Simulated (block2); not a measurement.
# H2CO (formaldehyde): DMRG/STO-3G, part 2 of 2

block2 0.5.4. The steps go on from the part before.

## 3. The doublet cation: the energy at DMRG/STO-3G

Contents of mol.xyz:

```xyz
4
CH2O
C     -0.002800    -0.002200    -0.003300
O      0.692000     0.544400     0.801300
H     -0.544800     0.559700    -0.790500
H     -0.144300    -1.101900    -0.007500
```

Contents of run_dmrg.py:

```python
import numpy as np
from pyscf import cc, dft, gto, lo, mcscf, mp, scf
from pyblock2._pyscf.ao2mo import integrals as itg
from pyblock2.driver.core import DMRGDriver, SymmetryTypes

mol = gto.M(atom="mol.xyz", basis="sto-3g", charge=1, spin=1, verbose=4, max_memory=2000)
print("basis functions = %d" % (mol.nao))
mf = scf.ROHF(mol)
mf.conv_tol = 1e-10
mf.max_cycle = 200
mf.kernel()
if not mf.converged:
    mf = mf.newton().run(mf.mo_coeff, mf.mo_occ)
print(f"SCF energy = {mf.e_tot:.10f}")
# single-reference ladder for comparison
ref = scf.UHF(mol).run(mf.make_rdm1(), conv_tol=1e-10)
pt = mp.MP2(ref, frozen=2).run()
mycc = cc.CCSD(ref, frozen=2)
mycc.max_cycle = 150
mycc.kernel()
print("E(MP2) = %.10f" % (pt.e_tot))
if mycc.converged:
    print("E(CCSD) = %.10f" % (mycc.e_tot))
    print(f"CCSD(T) total energy = {mycc.e_tot + mycc.ccsd_t():.10f}")
# a few density functionals on the same geometry and basis
ks = dft.UKS(mol, xc="m06l").set(conv_tol=1e-9, verbose=3).run(mf.make_rdm1())
if ks.converged:
    print("E(M06-L) = %.8f" % (ks.e_tot))
ks = dft.UKS(mol, xc="tpssh").set(conv_tol=1e-9, verbose=3).run(mf.make_rdm1())
if ks.converged:
    print(f"E(TPSSh) = {ks.e_tot:.8f}")
ks = dft.UKS(mol, xc="tpss").set(conv_tol=1e-9, verbose=3).run(mf.make_rdm1())
if ks.converged:
    print(f"E(TPSS) = {ks.e_tot:.8f}")
ks = dft.UKS(mol, xc="wb97x").set(conv_tol=1e-9, verbose=3).run(mf.make_rdm1())
if ks.converged:
    print(f"E(wB97X) = {ks.e_tot:.8f}")
ks = dft.UKS(mol, xc="m062x").set(conv_tol=1e-9, verbose=3).run(mf.make_rdm1())
if ks.converged:
    print("E(M06-2X) = %.8f" % (ks.e_tot))
# localise doubly occupied and virtual orbitals apart
mo = mf.mo_coeff.copy()
for a, b in ((2, 7), (8, 12)):
    if b - a > 1:
        mo[:, a:b] = lo.PM(mol, mo[:, a:b]).kernel()
mf.mo_coeff = mo
ncas, n_elec, spin, ecore, h1e, g2e, orb_sym = itg.get_rhf_integrals(mf, ncore=2, ncas=10, pg_symm=False, g2e_symm=1)
dmrg = DMRGDriver(scratch="./tmp", symm_type=SymmetryTypes.SU2, stack_mem=1500 << 20, n_threads=1)
# order the orbitals along the chain
idx = dmrg.orbital_reordering(h1e, g2e, method="fiedler")
print("orbital order:", idx.tolist())
h1e = h1e[np.ix_(idx, idx)]
g2e = g2e[np.ix_(idx, idx, idx, idx)]
orb_sym = np.array(orb_sym)[idx]
dmrg.initialize_system(n_sites=ncas, n_elec=n_elec, spin=spin, orb_sym=orb_sym)
mpo = dmrg.get_qc_mpo(h1e=h1e, g2e=g2e, ecore=ecore, iprint=1)
occs = np.array([1.8] * 5 + [1.0] * 1 + [0.2] * 4)[idx]
psi = dmrg.get_random_mps(tag="GS", bond_dim=50, nroots=1, occs=occs)
bond_dims = [50] * 4 + [100] * 3
noises = [0.0001] * 4 + [1e-05] * 3 + [0]
thrds = [1e-09] * 7
e = dmrg.dmrg(mpo, psi, n_sweeps=13, tol=1e-06, bond_dims=bond_dims, noises=noises, thrds=thrds, iprint=1)
ms, dws, es = dmrg.get_dmrg_results()
print("DW = %.3e" % (dws[-1]))
print(f"total energy = {e:.10f}")
dm1 = dmrg.get_1pdm(psi)
print("natural occupations =", np.round(np.linalg.eigvalsh(dm1)[::-1], 5).tolist())
c_act = mf.mo_coeff[:, 2:12][:, idx]
dm_ao = c_act @ dm1 @ c_act.T + 2 * mf.mo_coeff[:, :2] @ mf.mo_coeff[:, :2].T
print("dipole moment (debye) =", np.round(scf.hf.dip_moment(mol, dm_ao, verbose=0), 4).tolist())
print(f"max block entropy = {max(dmrg.get_bipartite_entanglement(psi)):.4f}")
# FCI check
ci = mcscf.CASCI(mf, 10, (6, 5))
ci.fix_spin_(ss=0.75)
ci.fcisolver.conv_tol = 1e-10
ci.fcisolver.max_cycle = 200
ci.kernel()
print(f"exact diagonalisation = {ci.e_tot:.10f}")
```

Run with:

```bash
$ python run_dmrg.py
```

Log:

```text
[INPUT] verbose = 4
[INPUT] num. atoms = 4
[INPUT] num. electrons = 15
[INPUT] charge = 1
[INPUT] spin (= nelec alpha-beta = 2S) = 1
[INPUT] symmetry False subgroup None
[INPUT] Mole.unit = angstrom
[INPUT] Symbol           X                Y                Z      unit          X                Y                Z       unit  Magmom
[INPUT]  1 C     -0.002800000000  -0.002200000000  -0.003300000000 AA   -0.005291233149  -0.004157397474  -0.006236096211 Bohr   0.0
[INPUT]  2 O      0.692000000000   0.544400000000   0.801300000000 AA    1.307690478199   1.028766902213   1.514237543614 Bohr   0.0
[INPUT]  3 H     -0.544800000000   0.559700000000  -0.790500000000 AA   -1.029522792663   1.057679711919  -1.493828501469 Bohr   0.0
[INPUT]  4 H     -0.144300000000  -1.101900000000  -0.007500000000 AA   -0.272687479775  -2.082289216658  -0.014172945934 Bohr   0.0

nuclear repulsion = 31.4580732013033
number of shells = 8
number of NR pGTOs = 36
number of NR cGTOs = 12
basis = sto-3g
ecp = {}
CPU time:         0.91
basis functions = 12

******** <class 'pyscf.scf.rohf.ROHF'> ********
method = ROHF
initial guess = minao
damping factor = 0
level_shift factor = 0
DIIS = <class 'pyscf.scf.diis.CDIIS'>
diis_start_cycle = 1
diis_space = 8
diis_damp = 0
SCF conv_tol = 1e-10
SCF conv_tol_grad = None
SCF max_cycles = 200
direct_scf = True
direct_scf_tol = 1e-13
chkfile to save SCF result = tmpnq2ev_ox
max_memory 2000 MB (current use 109 MB)
num. doubly occ = 7  num. singly occ = 1
Set gradient conv threshold to 1e-05
init E= -112.526489941833
[... the frontier-level lines of each cycle are left out ...]
cycle= 1 E= -111.924751814484  delta_E= 0.602  |g|= 0.555  |ddm|= 1.75
cycle= 2 E= -111.990453341618  delta_E= -0.0657  |g|= 0.516  |ddm|= 0.763
cycle= 3 E= -112.066264671231  delta_E= -0.0758  |g|= 0.0768  |ddm|= 0.372
cycle= 4 E= -112.07456663998  delta_E= -0.0083  |g|= 0.0316  |ddm|= 0.194
cycle= 5 E= -112.075007827673  delta_E= -0.000441  |g|= 0.00619  |ddm|= 0.0296
cycle= 6 E= -112.075049251292  delta_E= -4.14e-05  |g|= 0.00181  |ddm|= 0.0148
cycle= 7 E= -112.075051626908  delta_E= -2.38e-06  |g|= 0.000501  |ddm|= 0.00412
cycle= 8 E= -112.07505200877  delta_E= -3.82e-07  |g|= 7.69e-05  |ddm|= 0.00146
cycle= 9 E= -112.075052013376  delta_E= -4.61e-09  |g|= 1.04e-05  |ddm|= 0.000163
cycle= 10 E= -112.075052013508  delta_E= -1.33e-10  |g|= 8.97e-07  |ddm|= 2.45e-05
cycle= 11 E= -112.075052013509  delta_E= -3.41e-13  |g|= 2.21e-07  |ddm|= 1.37e-06
Extra cycle  E= -112.075052013509  delta_E= 5.68e-14  |g|= 8.53e-08  |ddm|= 4.84e-07
converged SCF energy = -112.075052013509
SCF energy = -112.0750520135

******** <class 'pyscf.scf.uhf.UHF'> ********
method = UHF
initial guess = minao
damping factor = 0
level_shift factor = 0
DIIS = <class 'pyscf.scf.diis.CDIIS'>
diis_start_cycle = 1
diis_space = 8
diis_damp = 0
SCF conv_tol = 1e-10
SCF conv_tol_grad = None
SCF max_cycles = 50
direct_scf = True
direct_scf_tol = 1e-13
chkfile to save SCF result = tmpolltnh1_
max_memory 2000 MB (current use 114 MB)
number electrons alpha = 8  beta = 7
Set gradient conv threshold to 1e-05
init E= -112.075052013509
cycle= 1 E= -112.07721947378  delta_E= -0.00217  |g|= 0.0261  |ddm|= 0.0645
cycle= 2 E= -112.07819347508  delta_E= -0.000974  |g|= 0.0189  |ddm|= 0.0398
cycle= 3 E= -112.079501099562  delta_E= -0.00131  |g|= 0.0119  |ddm|= 0.0726
cycle= 4 E= -112.080607476081  delta_E= -0.00111  |g|= 0.00716  |ddm|= 0.0932
cycle= 5 E= -112.081101129653  delta_E= -0.000494  |g|= 0.00127  |ddm|= 0.0956
cycle= 6 E= -112.081108559594  delta_E= -7.43e-06  |g|= 0.000573  |ddm|= 0.0103
cycle= 7 E= -112.081109011369  delta_E= -4.52e-07  |g|= 0.000145  |ddm|= 0.00201
cycle= 8 E= -112.081109049483  delta_E= -3.81e-08  |g|= 3.51e-05  |ddm|= 0.000596
cycle= 9 E= -112.081109051288  delta_E= -1.8e-09  |g|= 8.6e-06  |ddm|= 7.7e-05
cycle= 10 E= -112.08110905148  delta_E= -1.92e-10  |g|= 2.24e-06  |ddm|= 3.71e-05
cycle= 11 E= -112.081109051489  delta_E= -8.61e-12  |g|= 5.52e-07  |ddm|= 6.61e-06
Extra cycle  E= -112.081109051489  delta_E= -2.27e-13  |g|= 3.01e-07  |ddm|= 9.12e-07
converged SCF energy = -112.081109051489  <S^2> = 0.84293634  2S+1 = 2.0908719

******** <class 'pyscf.mp.ump2.UMP2'> ********
nocc = (np.int64(6), np.int64(5)), nmo = (10, 10)
frozen orbitals 2
max_memory 2000 MB (current use 123 MB)
E(UMP2) = -112.16898355251  E_corr = -0.0878745010212308
E(SCS-UMP2) = -112.171270482978  E_corr = -0.0901614314888081
E_corr(same-spin) = -0.0176399650807717
E_corr(oppo-spin) = -0.0702345359404591

******** <class 'pyscf.cc.uccsd.UCCSD'> ********
CC2 = 0
CCSD nocc = (np.int64(6), np.int64(5)), nmo = (10, 10)
frozen orbitals 2
max_cycle = 150
direct = 0
conv_tol = 1e-07
conv_tol_normt = 1e-06
diis_space = 6
diis_start_cycle = 0
diis_start_energy_diff = 1e+09
max_memory 2000 MB (current use 123 MB)
Init t2, MP2 energy = -0.0878744967244346
Init E_corr(UCCSD) = -0.087874496724507
cycle = 1  E_corr(UCCSD) = -0.101587576703464  dE = -0.01371308  norm(t1,t2) = 0.0801967
cycle = 2  E_corr(UCCSD) = -0.109291473756869  dE = -0.00770389705  norm(t1,t2) = 0.0431926
cycle = 3  E_corr(UCCSD) = -0.118965938312249  dE = -0.00967446456  norm(t1,t2) = 0.0300445
cycle = 4  E_corr(UCCSD) = -0.119766613325671  dE = -0.000800675013  norm(t1,t2) = 0.00970562
cycle = 5  E_corr(UCCSD) = -0.11997155045173  dE = -0.000204937126  norm(t1,t2) = 0.00454697
cycle = 6  E_corr(UCCSD) = -0.120140535632033  dE = -0.00016898518  norm(t1,t2) = 0.00181434
cycle = 7  E_corr(UCCSD) = -0.120129617502989  dE = 1.0918129e-05  norm(t1,t2) = 0.000728449
cycle = 8  E_corr(UCCSD) = -0.120169509279834  dE = -3.98917768e-05  norm(t1,t2) = 0.000349102
cycle = 9  E_corr(UCCSD) = -0.120177203620814  dE = -7.69434098e-06  norm(t1,t2) = 0.000138644
cycle = 10  E_corr(UCCSD) = -0.120175677742028  dE = 1.52587879e-06  norm(t1,t2) = 4.99248e-05
cycle = 11  E_corr(UCCSD) = -0.120171313815308  dE = 4.36392672e-06  norm(t1,t2) = 1.87364e-05
cycle = 12  E_corr(UCCSD) = -0.120170460814146  dE = 8.53001161e-07  norm(t1,t2) = 5.31955e-06
cycle = 13  E_corr(UCCSD) = -0.12017051142378  dE = -5.06096335e-08  norm(t1,t2) = 2.93064e-06
cycle = 14  E_corr(UCCSD) = -0.120170684962148  dE = -1.73538368e-07  norm(t1,t2) = 1.21129e-06
cycle = 15  E_corr(UCCSD) = -0.120170719619491  dE = -3.4657343e-08  norm(t1,t2) = 3.13007e-07
UCCSD converged
E(UCCSD) = -112.2012797711082  E_corr = -0.1201707196194912
E(MP2) = -112.1689835525
E(CCSD) = -112.2012797711
UCCSD(T) correction = -0.00256301006956784
CCSD(T) total energy = -112.2038427812
radial grids:
    Treutler-Ahlrichs [JCP 102, 346 (1995); DOI:10.1063/1.469408] (M4) radial grids

becke partition: Becke, JCP 88, 2547 (1988); DOI:10.1063/1.454033
pruning grids: <function nwchem_prune at 0x7fdcb769f4c0>
grids dens level: 3
symmetrized grids: False
atomic radii adjust function: <function treutler_atomic_radii_adjust at 0x7fdcb769f9c0>
tot grids = 47816
converged SCF energy = -112.606597389655  <S^2> = 0.76492741  2S+1 = 2.0148721
E(M06-L) = -112.60659739
radial grids:
    Treutler-Ahlrichs [JCP 102, 346 (1995); DOI:10.1063/1.469408] (M4) radial grids

becke partition: Becke, JCP 88, 2547 (1988); DOI:10.1063/1.454033
pruning grids: <function nwchem_prune at 0x7fdcb769f4c0>
grids dens level: 3
symmetrized grids: False
atomic radii adjust function: <function treutler_atomic_radii_adjust at 0x7fdcb769f9c0>
tot grids = 47816
converged SCF energy = -112.654641343604  <S^2> = 0.7595783  2S+1 = 2.0095555
E(TPSSh) = -112.65464134
radial grids:
    Treutler-Ahlrichs [JCP 102, 346 (1995); DOI:10.1063/1.469408] (M4) radial grids

becke partition: Becke, JCP 88, 2547 (1988); DOI:10.1063/1.454033
pruning grids: <function nwchem_prune at 0x7fdcb769f4c0>
grids dens level: 3
symmetrized grids: False
atomic radii adjust function: <function treutler_atomic_radii_adjust at 0x7fdcb769f9c0>
tot grids = 47816
converged SCF energy = -112.665154533871  <S^2> = 0.75752595  2S+1 = 2.0075118
E(TPSS) = -112.66515453
radial grids:
    Treutler-Ahlrichs [JCP 102, 346 (1995); DOI:10.1063/1.469408] (M4) radial grids

becke partition: Becke, JCP 88, 2547 (1988); DOI:10.1063/1.454033
pruning grids: <function nwchem_prune at 0x7fdcb769f4c0>
grids dens level: 3
symmetrized grids: False
atomic radii adjust function: <function treutler_atomic_radii_adjust at 0x7fdcb769f9c0>
tot grids = 47816
converged SCF energy = -112.611735157065  <S^2> = 0.76243996  2S+1 = 2.0124015
E(wB97X) = -112.61173516
radial grids:
    Treutler-Ahlrichs [JCP 102, 346 (1995); DOI:10.1063/1.469408] (M4) radial grids

becke partition: Becke, JCP 88, 2547 (1988); DOI:10.1063/1.454033
pruning grids: <function nwchem_prune at 0x7fdcb769f4c0>
grids dens level: 3
symmetrized grids: False
atomic radii adjust function: <function treutler_atomic_radii_adjust at 0x7fdcb769f9c0>
tot grids = 47816
converged SCF energy = -112.616164510448  <S^2> = 0.76203696  2S+1 = 2.012001
E(M06-2X) = -112.61616451

******** <class 'pyscf.lo.pipek.PipekMezey'> ********
conv_tol = 1e-06
conv_tol_grad = None
max_cycle = 100
max_stepsize = 0.05
max_iters = 20
kf_interval = 5
kf_trust_region = 5
ah_start_tol = 1000000000.0
ah_start_cycle = 1
ah_level_shift = 0
ah_conv_tol = 1e-12
ah_lindep = 1e-14
ah_max_cycle = 40
ah_trust_region = 3
init_guess = atomic
algorithm = ciah
pop_method = meta_lowdin
exponent = 2
Set conv_tol_grad to 0.000316228
Init f(x)= 2.7459529110442  |g|= 0.670921
macro= 1  f(x)= 2.973408897766  delta_f= 0.227456  |g|= 0.537722  2 KF 10 Hx
macro= 2  f(x)= 3.0756694854758  delta_f= 0.102261  |g|= 0.279254  2 KF 10 Hx
macro= 3  f(x)= 3.1004672175953  delta_f= 0.0247977  |g|= 0.0257596  3 KF 10 Hx
macro= 4  f(x)= 3.1011156697581  delta_f= 0.000648452  |g|= 0.0257596  1 KF 3 Hx
macro= 5  f(x)= 3.1011165583023  delta_f= 8.88544e-07  |g|= 0.000535415  1 KF 2 Hx
macro= 6  f(x)= 3.1011165583023  delta_f= 1.77636e-15  |g|= 2.44477e-05  1 KF 1 Hx
macro X = 6  f(x)= 3.1011165583023  |g|= 2.44477e-05  12 intor 10 KF 36 Hx

******** <class 'pyscf.lo.pipek.PipekMezey'> ********
conv_tol = 1e-06
conv_tol_grad = None
max_cycle = 100
max_stepsize = 0.05
max_iters = 20
kf_interval = 5
kf_trust_region = 5
ah_start_tol = 1000000000.0
ah_start_cycle = 1
ah_level_shift = 0
ah_conv_tol = 1e-12
ah_lindep = 1e-14
ah_max_cycle = 40
ah_trust_region = 3
init_guess = atomic
algorithm = ciah
pop_method = meta_lowdin
exponent = 2
Set conv_tol_grad to 0.000316228
Init f(x)= 2.0220103400697  |g|= 0.514023
macro= 1  f(x)= 2.1048893496299  delta_f= 0.082879  |g|= 0.514023  1 KF 6 Hx
macro= 2  f(x)= 2.1199625324625  delta_f= 0.0150732  |g|= 0.225348  1 KF 6 Hx
macro= 3  f(x)= 2.1291516690286  delta_f= 0.00918914  |g|= 0.0156452  2 KF 6 Hx
macro= 4  f(x)= 2.1291574223283  delta_f= 5.7533e-06  |g|= 0.00253805  1 KF 3 Hx
macro= 5  f(x)= 2.1291574223284  delta_f= 3.24185e-14  |g|= 1.13869e-06  1 KF 1 Hx
macro X = 5  f(x)= 2.1291574223284  |g|= 1.13869e-06  10 intor 6 KF 22 Hx
orbital order: [8, 7, 1, 2, 6, 9, 5, 0, 4, 3]
integral symmetrize error =  0.0
integral cutoff error =  0.0
mpo terms =       6133

Build MPO | Nsites =    10 | Nterms =       6133 | Algorithm = FastBIP | Cutoff = 1.00e-20
 Site =     0 /    10 .. Mmpo =    14 DW = 0.00e+00 NNZ =       14 SPT = 0.0000 Tmvc = 0.001 T = 0.003
 Site =     1 /    10 .. Mmpo =    42 DW = 0.00e+00 NNZ =      179 SPT = 0.6956 Tmvc = 0.001 T = 0.004
 Site =     2 /    10 .. Mmpo =    64 DW = 0.00e+00 NNZ =      349 SPT = 0.8702 Tmvc = 0.001 T = 0.005
 Site =     3 /    10 .. Mmpo =    94 DW = 0.00e+00 NNZ =      574 SPT = 0.9046 Tmvc = 0.002 T = 0.006
 Site =     4 /    10 .. Mmpo =   132 DW = 0.00e+00 NNZ =      802 SPT = 0.9354 Tmvc = 0.002 T = 0.007
 Site =     5 /    10 .. Mmpo =    94 DW = 0.00e+00 NNZ =     2814 SPT = 0.7732 Tmvc = 0.002 T = 0.009
 Site =     6 /    10 .. Mmpo =    64 DW = 0.00e+00 NNZ =      570 SPT = 0.9053 Tmvc = 0.001 T = 0.003
 Site =     7 /    10 .. Mmpo =    42 DW = 0.00e+00 NNZ =      349 SPT = 0.8702 Tmvc = 0.000 T = 0.002
 Site =     8 /    10 .. Mmpo =    14 DW = 0.00e+00 NNZ =      179 SPT = 0.6956 Tmvc = 0.000 T = 0.001
 Site =     9 /    10 .. Mmpo =     1 DW = 0.00e+00 NNZ =       14 SPT = 0.0000 Tmvc = 0.000 T = 0.000
Ttotal =      0.040 Tmvc-total = 0.010 MPO bond dimension =   132 MaxDW = 0.00e+00
NNZ =         5844 SIZE =        43428 SPT = 0.8654

Rank =     0 Ttotal =      0.041 MPO method = FastBipartite bond dimension =     132 NNZ =         5844 SIZE =        43428 SPT = 0.8654

Sweep =    0 | Direction =  forward | Bond dimension =   50 | Noise =  1.00e-04 | Dav threshold =  1.00e-09
Time elapsed =      0.579 | E =    -112.1906555221 | DW = 2.99973e-06

Sweep =    1 | Direction = backward | Bond dimension =   50 | Noise =  1.00e-04 | Dav threshold =  1.00e-09
Time elapsed =      1.161 | E =    -112.2041854487 | DE = -1.35e-02 | DW = 7.06319e-05

Sweep =    2 | Direction =  forward | Bond dimension =   50 | Noise =  1.00e-04 | Dav threshold =  1.00e-09
Time elapsed =      1.822 | E =    -112.2045163373 | DE = -3.31e-04 | DW = 1.04104e-04

Sweep =    3 | Direction = backward | Bond dimension =   50 | Noise =  1.00e-04 | Dav threshold =  1.00e-09
Time elapsed =      2.587 | E =    -112.2045667437 | DE = -5.04e-05 | DW = 8.42168e-05

Sweep =    4 | Direction =  forward | Bond dimension =  100 | Noise =  1.00e-05 | Dav threshold =  1.00e-09
Time elapsed =      3.562 | E =    -112.2047445129 | DE = -1.78e-04 | DW = 6.73100e-06

Sweep =    5 | Direction = backward | Bond dimension =  100 | Noise =  1.00e-05 | Dav threshold =  1.00e-09
Time elapsed =      4.793 | E =    -112.2047915854 | DE = -4.71e-05 | DW = 8.29512e-06

Sweep =    6 | Direction =  forward | Bond dimension =  100 | Noise =  1.00e-05 | Dav threshold =  1.00e-09
Time elapsed =      5.821 | E =    -112.2048083775 | DE = -1.68e-05 | DW = 1.05556e-05

Sweep =    7 | Direction = backward | Bond dimension =  100 | Noise =  0.00e+00 | Dav threshold =  1.00e-07
Time elapsed =      6.924 | E =    -112.2048090149 | DE = -6.37e-07 | DW = 9.13889e-06

DW = 9.139e-06
total energy = -112.2048090149
natural occupations = [1.99712, 1.98148, 1.97352, 1.96504, 1.91576, 1.01135, 0.08797, 0.02549, 0.02255, 0.01971]
dipole moment (debye) = [0.1619, 0.1272, 0.1873]
max block entropy = 0.5333

******** <class 'pyscf.mcscf.casci.CASCI'> ********
CAS (6e+5e, 10o), ncore = 2, nvir = 0
natorb = False
canonicalization = True
sorting_mo_energy = False
max_memory 2000 MB (current use 325 MB)
******** <class 'pyscf.fci.addons.SpinPenaltyFCISolver'> ********
max. cycles = 200
conv_tol = 1e-10
davidson only = True
linear dependence = 1e-12
level shift = 0.001
max iter space = 12
max_memory 2000 MB
nroots = 1
pspace_size = 400
spin = None
Density matrix diagonal elements [1.98050386 1.96155274 1.96154133 1.99477405 1.90572231 1.0281013
 0.09801244 0.02269531 0.02268841 0.02440824]
CASCI converged
CASCI E = -112.204817883008  E(CI) = -39.6405737386049  S^2 = 0.7500000
exact diagonalisation = -112.2048178830
```

Run time: 28 s. Hardware: 1 thread of Intel Xeon at 2.50GHz (Skylake/Cascade Lake), shared host; peak memory 0.3 GiB.

## 4. Outcome

This closing draws on all 2 parts.

At DMRG/STO-3G, 2 core orbitals frozen:

| quantity | value |
| --- | --- |
| run 1, DMRG/STO-3G: total energy | -112.49526 Eh |
| run 1, DMRG/STO-3G: dipole moment (of the density that the program reports) | 1.16 D |
| run 1, DMRG/STO-3G: T1 diagnostic of the CCSD step | 0.010 |
| doublet cation: total energy | -112.20481 Eh |
| vertical ionisation energy (to the doublet cation) | 7.904 eV |

**Reading.** Removing an electron at fixed nuclei costs 7.90 eV (182 kcal/mol). The measured vertical value is 10.88 eV (NIST CCCBDB): this level is 2.98 eV (27 %) too low. In a minimal basis such a difference can be off by several eV, whatever the method.
